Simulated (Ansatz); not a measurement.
# [Cl···H···NH], triplet in cc-pVTZ: errors against UCCSDT(Q)

Geometry: a point of a hydrogen-transfer path between rigid fragments, not a stationary point.

```xyz
4

Cl   -0.8051    0.0197    0.0000
H     0.5219    0.0197    0.0000
N     1.8479    0.0197    0.0000
H     2.1170   -0.9846    0.0000
```

Basis cc-pVTZ; Ansatz 0.2.0. Correlated methods freeze the noble-gas cores, which leaves 14 electrons in 86 orbitals. R marks a restricted (for open shells ROHF) determinant, U an unrestricted one. Active spaces: pair = (4e, 4o) about the gap; valence = (14e, 10o) chosen from the atoms' valence shells.

Full CI isn't at hand for all of this; UCCSDT(Q) serves as the reference, and is uncertain by about the last step of the cluster series. The frozen core follows each run's orbitals, which can shift R against U totals by a few meV.

- UHF ⟨S²⟩: 2.026
- T1 diagnostic (RCCSD): 0.0254
- largest doubles amplitude (RCCSD): 0.039
- T1 diagnostic (UCCSD): 0.0159

```csv
level,E − E(UCCSDT(Q)) (mEh),share of correlation (%),wall time
RHF,417.80,0.00,–
UHF,407.94,2.36,–
RMP2,52.03,87.55,–
UMP2,52.36,87.47,–
RCCSD,15.99,96.17,–
UCCSD,15.68,96.25,–
RCCSD(T),1.76,99.58,8.5 s (H100)
UCCSD(T),1.72,99.59,8 s (H100)
BCCD(T),1.72,99.59,5.5 s (H100)
RCCSDT,0.70,99.83,–
UCCSDT,0.61,99.85,–
RCCSDT(Q),0.10,99.98,50 s (H100)
CASSCF (pair space),394.80,5.50,–
NEVPT2 (pair space),53.15,87.28,4.4 s (H100)
CASSCF (valence space),367.92,11.94,–
NEVPT2 (valence space),73.79,82.34,4.2 s (H100)
```

The correlation energy at UCCSDT(Q), counted from RHF, is -11.369 eV. That run took 34 s on 2 threads of AMD EPYC 7R13 with a shared H100 80 GB, shared host.

Times hold each run's SCF and search for its determinant on a shared host, so for small cases they say little of a method's own cost.

Natural occupations of CASSCF (valence space) about the gap: 1.993 1.977 1.973 1.003 1.001 0.029 0.026; effectively unpaired electrons, Σ n²(2−n)², 2.01.
